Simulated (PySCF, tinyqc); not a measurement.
G0W0 on RHF in the sto-6g basis, for CH2, spin multiplicity 1, step by step (part 2 of 2). The lowest restricted solution is unstable here: a spin-polarised one lies 0.0357 hartree lower (PySCF). Computed by tinyqc, a small Python program that keeps every step (integrals from PySCF). Command: `OMP_NUM_THREADS=1 python tinyqc.py 22751 22752 out.jsonl` (the two numbers bound the seeds that draw the settings). One thread of a shared host (Intel(R) Xeon(R) Processor @ 2.60GHz), about 0.1 s of CPU time with the checks.

Geometry (angstrom):
```
atom        x         y        z
C     0.00000   0.00000  0.00000
H     0.00000   0.84400  0.58200
H     0.00000  -0.90100  0.62100
```

## Integrals over molecular orbitals

coefficients C:
```
             MO1       MO2       MO3       MO4      MO5       MO6       MO7
1C 1s    0.99575  -0.20645   0.00948   0.12380  0.00000   0.13704   0.08833
1C 2s    0.02004   0.64127  -0.04875  -0.60491  0.00000  -0.95639  -0.67679
1C 2px   0.00000   0.00000   0.00000   0.00000  1.00000   0.00000   0.00000
1C 2py   0.00050   0.02447   0.53051  -0.00243  0.00000   0.58745  -0.98974
1C 2pz   0.00542   0.17489   0.00117   0.79297  0.00000  -0.66398  -0.43688
2H 1s   -0.00569   0.29904   0.43859   0.19174  0.00000   0.33754   1.28739
3H 1s   -0.00500   0.25278  -0.46882   0.20665  0.00000   1.21050  -0.23985
```

core Hamiltonian H = T + V (hartree), lower triangle:
```
            1C 1s     1C 2s    1C 2px    1C 2py    1C 2pz     2H 1s     3H 1s
1C 1s   -18.93907
1C 2s    -4.35438  -5.63478
1C 2px    0.00000   0.00000  -4.55838
1C 2py   -0.00203  -0.01338   0.00000  -4.74009
1C 2pz   -0.02153  -0.20456   0.00000  -0.00725  -4.64474
2H 1s    -1.34984  -2.71965   0.00000  -1.76936  -1.27693  -3.78448
3H 1s    -1.15383  -2.46665   0.00000   1.65547  -1.19538  -0.87309  -3.61402
```

Given earlier and not repeated: Two-electron integrals (ij|kl) in chemists' order.

(pq|rs) = sum C_ip C_jq C_kr C_ls (ij|kl), one index at a time.

one-electron integrals over orbitals h = C^T H C (hartree), lower triangle:
```
           1         2         3         4         5         6         7
1  -18.92729
2    0.35492  -4.66276
3   -0.01737  -0.01219  -4.15198
4   -0.20724   0.15157  -0.02888  -4.44689
5    0.00000   0.00000   0.00000   0.00000  -4.55838
6   -0.23762   0.70780  -0.49115   0.29457   0.00000  -3.62140
7   -0.15426   0.48734   0.67692   0.16286   0.00000   0.05272  -3.66101
```

Two-electron integrals over orbitals (pq|rs), unique and non-zero (hartree):
```
(11|11) 3.51966    (21|11) -0.29060   (21|21) 0.03931    (22|11) 0.72302
(22|21) -0.00614   (22|22) 0.56441    (31|11) 0.01399    (31|21) -0.00143
(31|22) 0.00200    (31|31) 0.00805    (32|11) 0.00053    (32|21) 0.00101
(32|22) 0.01758    (32|31) 0.01358    (32|32) 0.14576    (33|11) 0.62358
(33|21) -0.00203   (33|22) 0.52814    (33|31) -0.00104   (33|32) -0.01134
(33|33) 0.54064    (41|11) 0.17741    (41|21) -0.01996   (41|22) 0.01681
(41|31) 0.00118    (41|32) -0.00013   (41|33) 0.00683    (41|41) 0.02926
(42|11) -0.07712   (42|21) 0.00813    (42|22) 0.03506    (42|31) -0.00035
(42|32) -0.00033   (42|33) 0.02176    (42|41) 0.01198    (42|42) 0.06887
(43|11) 0.01027    (43|21) -0.00071   (43|22) 0.00147    (43|31) -0.00313
(43|32) 0.01649    (43|33) -0.00201   (43|41) -0.00071   (43|42) -0.00356
(43|43) 0.03147    (44|11) 0.82118    (44|21) -0.01427   (44|22) 0.49705
(44|31) 0.00035    (44|32) -0.00005   (44|33) 0.47534    (44|41) -0.01246
(44|42) -0.07938   (44|43) 0.00826    (44|44) 0.68382    (51|51) 0.02220
(52|51) 0.02291    (52|52) 0.08780    (53|51) -0.00116   (53|52) -0.00307
(53|53) 0.02138    (54|51) -0.01379   (54|52) -0.03944   (54|53) 0.00244
(54|54) 0.05420    (55|11) 0.85330    (55|21) -0.00877   (55|22) 0.54632
(55|31) 0.00038    (55|32) 0.00083    (55|33) 0.49509    (55|41) 0.00467
(55|42) -0.03860   (55|43) 0.00554    (55|44) 0.58807    (55|55) 0.67322
(61|11) 0.20677    (61|21) -0.03018   (61|22) -0.00009   (61|31) 0.00832
(61|32) 0.01046    (61|33) -0.00193   (61|41) 0.00664    (61|42) -0.01294
(61|43) -0.00212   (61|44) 0.01822    (61|55) 0.00493    (61|61) 0.03416
(62|11) -0.21337   (62|21) 0.00523    (62|22) -0.06951   (62|31) 0.00410
(62|32) 0.00128    (62|33) -0.02563   (62|41) -0.01302   (62|42) -0.00190
(62|43) -0.01706   (62|44) -0.06450   (62|55) -0.10408   (62|61) 0.00487
(62|62) 0.08148    (63|11) 0.14282    (63|21) -0.00358   (63|22) 0.03450
(63|31) -0.00149   (63|32) 0.05618    (63|33) 0.01136    (63|41) -0.00016
(63|42) -0.02975   (63|43) 0.02412    (63|44) 0.07034    (63|55) 0.07096
(63|61) 0.00187    (63|62) -0.05473   (63|63) 0.09697    (64|11) -0.07874
(64|21) -0.00102   (64|22) -0.02934   (64|31) -0.00492   (64|32) -0.03787
(64|33) -0.00088   (64|41) -0.00217   (64|42) 0.00529    (64|43) 0.00592
(64|44) -0.04778   (64|55) -0.03734   (64|61) -0.00219   (64|62) 0.02840
(64|63) -0.03478   (64|64) 0.03967    (65|51) -0.01468   (65|52) -0.04806
(65|53) 0.01221    (65|54) 0.01368    (65|65) 0.03952    (66|11) 0.72885
(66|21) -0.00723   (66|22) 0.53431    (66|31) -0.00783   (66|32) -0.09885
(66|33) 0.53836    (66|41) 0.01811    (66|42) 0.03833    (66|43) -0.02642
(66|44) 0.48070    (66|55) 0.51711    (66|61) -0.00853   (66|62) -0.03886
(66|63) -0.04342   (66|64) 0.00929    (66|66) 0.65112    (71|11) 0.13550
(71|21) -0.02061   (71|22) -0.00261   (71|31) -0.01061   (71|32) -0.01729
(71|33) 0.00102    (71|41) 0.00457    (71|42) -0.00782   (71|43) 0.00537
(71|44) 0.01163    (71|55) 0.00312    (71|61) 0.00806    (71|62) -0.00531
(71|63) 0.00424    (71|64) 0.00811    (71|66) 0.00956    (71|71) 0.02856
(72|11) -0.14900   (72|21) 0.00340    (72|22) -0.04296   (72|31) -0.00703
(72|32) 0.01099    (72|33) -0.01726   (72|41) -0.00798   (72|42) 0.00457
(72|43) 0.02646    (72|44) -0.04809   (72|55) -0.07144   (72|61) -0.00554
(72|62) 0.02349    (72|63) 0.01191    (72|64) 0.02352    (72|66) -0.05626
(72|71) 0.00922    (72|72) 0.07124    (73|11) -0.20048   (73|21) 0.00528
(73|22) -0.02879   (73|31) -0.00052   (73|32) 0.03588    (73|33) -0.02419
(73|41) 0.00181    (73|42) 0.04830    (73|43) 0.00653    (73|44) -0.10347
(73|55) -0.09646   (73|61) -0.00579   (73|62) 0.03776    (73|63) -0.02043
(73|64) 0.01508    (73|66) -0.04646   (73|71) -0.00301   (73|72) 0.05636
(73|73) 0.10072    (74|11) -0.04388   (74|21) -0.00019   (74|22) -0.00776
(74|31) 0.00811    (74|32) 0.06048    (74|33) -0.00881   (74|41) -0.00155
(74|42) 0.00043    (74|43) -0.01313   (74|44) -0.02628   (74|55) -0.01982
(74|61) 0.00833    (74|62) 0.02398    (74|63) 0.01353    (74|64) -0.01603
(74|66) -0.04723   (74|71) -0.01023   (74|72) 0.00748    (74|73) 0.03011
(74|74) 0.05315    (75|51) -0.00966   (75|52) -0.03233   (75|53) -0.01389
(75|54) 0.00955    (75|65) 0.01176    (75|75) 0.02937    (76|11) -0.01065
(76|21) 0.00132    (76|22) 0.01923    (76|31) 0.00406    (76|32) 0.04880
(76|33) -0.00674   (76|41) 0.00917    (76|42) 0.02881    (76|43) 0.01048
(76|44) -0.03066   (76|55) -0.00518   (76|61) -0.00192   (76|62) -0.01458
(76|63) 0.01495    (76|64) -0.01558   (76|66) -0.02811   (76|71) -0.00828
(76|72) 0.00872    (76|73) 0.03863    (76|74) 0.01592    (76|76) 0.04171
(77|11) 0.75777    (77|21) -0.00797   (77|22) 0.54908    (77|31) 0.00898
(77|32) 0.10432    (77|33) 0.52441    (77|41) 0.00969    (77|42) 0.01015
(77|43) 0.02578    (77|44) 0.51589    (77|55) 0.53136    (77|61) 0.01011
(77|62) -0.05331   (77|63) 0.08506    (77|64) -0.03873   (77|66) 0.46000
(77|71) -0.00864   (77|72) -0.00253   (77|73) -0.00183   (77|74) 0.03133
(77|76) 0.04028    (77|77) 0.65116
```

## Screening: direct RPA

orbital energies (hartree): MO1 -11.14871, MO2 -0.85588, MO3 -0.54251, MO4 -0.30553, MO5 0.22159, MO6 0.69077, MO7 0.77959

With D = e_a - e_i and K = (ia|jb): diagonalise D^(1/2) (D + 4K) D^(1/2) = Z w^2 Z^T; X + Y = D^(1/2) Z w^(-1/2), each column of Z with its largest component positive (the first on a tie); E_c = (sum w - tr (D + 2K)) / 2.

D^(1/2) (D + 4K) D^(1/2) (hartree^2), lower triangle:
```
           1>5        1>6        1>7       2>5       2>6      2>7      3>5       3>6
1>5  130.29343
1>6    0.00000  141.79098
1>7    0.00000    0.38308  143.64705
2>5    0.32072    0.00000    0.00000   1.53935
2>6    0.00000    0.08330   -0.09125   0.00000   2.89621
2>7    0.00000   -0.09744    0.16283   0.00000   0.14945  3.14079
3>5   -0.01363    0.00000    0.00000  -0.01112   0.00000  0.00000  0.64919
3>6    0.00000    0.02858    0.06503   0.00000  -0.30235  0.06767  0.00000   1.99932
3>7    0.00000   -0.09160   -0.04776   0.00000   0.21597  0.33148  0.00000  -0.10435
4>5   -0.13506    0.00000    0.00000  -0.11889   0.00000  0.00000  0.00618   0.00000
4>6    0.00000   -0.03004    0.11184   0.00000   0.14101  0.12011  0.00000  -0.15422
4>7    0.00000    0.11943   -0.14722   0.00000   0.12425  0.03985  0.00000   0.06260

         3>7      4>5       4>6      4>7
3>7  2.28056
4>5  0.00000  0.39214
4>6  0.06924  0.00000   1.15069
4>7  0.14425  0.00000  -0.06668  1.40818
```

excitation energies w (hartree): 0.61626  0.80569  1.04662  1.17289  1.24532  1.38848  1.46673  1.71236  1.84188  11.41466  11.90443  11.98847

X + Y:
```
            1        2         3         4         5         6         7         8
1>5   0.00336  0.00032   0.00000   0.00000  -0.00781   0.00000   0.00000   0.00000
1>6   0.00000  0.00000  -0.00016  -0.00263   0.00000  -0.00159   0.00149  -0.00208
1>7   0.00000  0.00000  -0.00191   0.00347   0.00000   0.00088   0.00166   0.00342
2>5   0.13432  0.01707   0.00000   0.00000   0.92525   0.00000   0.00000   0.00000
2>6   0.00000  0.00000  -0.07282  -0.09403   0.00000   0.27373  -0.29227   0.73533
2>7   0.00000  0.00000  -0.06620   0.04325   0.00000  -0.12763  -0.27120  -0.54029
3>5  -0.02071  0.97360   0.00000   0.00000  -0.01013   0.00000   0.00000   0.00000
3>6   0.00000  0.00000   0.13706  -0.22036   0.00000   0.85283  -0.12350  -0.25521
3>7   0.00000  0.00000  -0.05334  -0.16158   0.00000   0.15388   0.86196   0.03250
4>5   0.91991  0.01390   0.00000   0.00000  -0.06625   0.00000   0.00000   0.00000
4>6   0.00000  0.00000   0.93673  -0.19218   0.00000  -0.13208   0.00480   0.03824
4>7   0.00000  0.00000   0.23581   0.90185   0.00000   0.19940   0.08857   0.02977

            9        10        11        12
1>5   0.00000   0.99805   0.00000   0.00000
1>6   0.00119   0.00000   0.97825   0.19314
1>7  -0.00107   0.00000  -0.19454   0.97847
2>5   0.00000   0.00077   0.00000   0.00000
2>6   0.45153   0.00000   0.00026  -0.00019
2>7   0.73621   0.00000  -0.00034   0.00037
3>5   0.00000  -0.00003   0.00000   0.00000
3>6  -0.08366   0.00000   0.00004   0.00016
3>7   0.29846   0.00000  -0.00019  -0.00015
4>5   0.00000  -0.00022   0.00000   0.00000
4>6   0.06529   0.00000  -0.00011   0.00021
4>7   0.05066   0.00000   0.00031  -0.00026
```

RPA correlation energy = -0.0524721 hartree

## G0W0 on Hartree-Fock: HOMO

W(p,q,m) = sqrt2 sum_ia (pq|ia) (X+Y)_ia,m; Sigma_c(x) = sum_(i,m) W^2/(x - e_i + w_m) + sum_(a,m) W^2/(x - e_a - w_m); solve x = e_p + Sigma_c(x) by Newton steps; Z = 1/(1 - dSigma/dx); 1 hartree = 27.211386 eV.

The 12 largest terms at x = e_p (hartree; W for the signs of X + Y given):
```
q  m         W      term
4  9  -0.14953   0.01214
4  7  -0.09686   0.00640
5  1   0.06289  -0.00346
4  8  -0.06417   0.00240
2  7   0.06315   0.00198
5  5  -0.05657  -0.00181
4  6   0.04752   0.00163
7  4   0.05824  -0.00150
4  3  -0.03952   0.00149
3  8  -0.04656   0.00111
6  9   0.05561  -0.00109
7  6   0.04875  -0.00096
```

Newton steps (hartree):
```
step         x  Sigma_c(x)        Z
0     -0.30553     0.01716  0.97645
1     -0.28877     0.01676  0.97665
2     -0.28877     0.01676  0.97665
```

quasiparticle energy of the HOMO = -7.85782 eV

Hartree-Fock value = -8.31382 eV

## G0W0 on Hartree-Fock: LUMO

As before.

The 12 largest terms at x = e_p (hartree; W for the signs of X + Y given):
```
q  m         W      term
5  9  -0.19481  -0.02061
2  5   0.11838   0.00603
5  8  -0.08655  -0.00437
4  1   0.06289   0.00346
5  7  -0.06228  -0.00264
6  5  -0.06419  -0.00240
4  5  -0.05657   0.00181
5  6   0.03857  -0.00107
7  5  -0.04290  -0.00102
2  1  -0.03443   0.00070
3  2   0.02941   0.00055
5  3  -0.01765  -0.00030
```

Newton steps (hartree):
```
step        x  Sigma_c(x)        Z
0     0.22159    -0.02026  0.97419
1     0.20185    -0.01974  0.97442
2     0.20185    -0.01974  0.97442
```

quasiparticle energy of the LUMO = 5.49259 eV

Hartree-Fock value = 6.02976 eV
